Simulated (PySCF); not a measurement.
Compound: C4H5P.
Structure used (PBE0-D3(BJ)/def2-SVP), in Å, numbered top down from 1:
```
atom  x, y, z in Å
C1    -0.301   -1.000    0.397
C2     1.055   -0.574    0.091
C3     1.162    0.734   -0.255
P4    -0.481    1.461   -0.422
C5    -1.231   -0.018    0.288
H6    -0.536   -2.028    0.688
H7     1.905   -1.261    0.136
H8     2.091    1.234   -0.531
H9    -0.512    2.358    0.687
H10   -2.300   -0.146    0.463
```

The closed-shell ground state was solved at several levels (PySCF, density fitting, gas phase, non-relativistic).

```json
{"level": "PBE0/aug-cc-pVDZ", "basis functions": "164", "total energy (Eh)": "-496.4461", "HOMO (eV)": "-6.80", "LUMO (eV)": "-1.25", "gap (eV)": "5.55", "dipole (D)": "0.82"}
{"level": "PBE0/cc-pVDZ", "basis functions": "99", "total energy (Eh)": "-496.4374", "HOMO (eV)": "-6.67", "LUMO (eV)": "-1.04", "gap (eV)": "5.63", "dipole (D)": "0.75"}
{"level": "PBE0/pcSseg-0", "basis functions": "59", "total energy (Eh)": "-495.6746", "HOMO (eV)": "-6.96", "LUMO (eV)": "-1.16", "gap (eV)": "5.80", "dipole (D)": "0.88"}
{"level": "PBE0/cc-pVTZ", "basis functions": "224", "total energy (Eh)": "-496.4933", "HOMO (eV)": "-6.77", "LUMO (eV)": "-1.20", "gap (eV)": "5.57", "dipole (D)": "0.79"}
```

Task: Estimate the row for PBE0/IGLO-III, a basis of 234 functions; the other rows only guide the guess.

Result: Total energy -496.4963 Eh, HOMO -6.78 eV, LUMO -1.24 eV, gap 5.54 eV, dipole 0.70 D.

Task: How much does the basis alone move the frontier levels among the 5 PBE0 rows (the withheld one included)?

Result: The HOMO by 0.29 eV and the LUMO by 0.21 eV. By rising basis size (HOMO, LUMO in eV): pcSseg-0 -6.96, -1.16; cc-pVDZ -6.67, -1.04; aug-cc-pVDZ -6.80, -1.25; cc-pVTZ -6.77, -1.20; IGLO-III -6.78, -1.24.

Task: How far do the dipole and the HOMO energy spread over the levels?

Result: The dipole runs from 0.70 to 0.88 D (mean 0.79 D) and the HOMO from -6.96 to -6.67 eV.
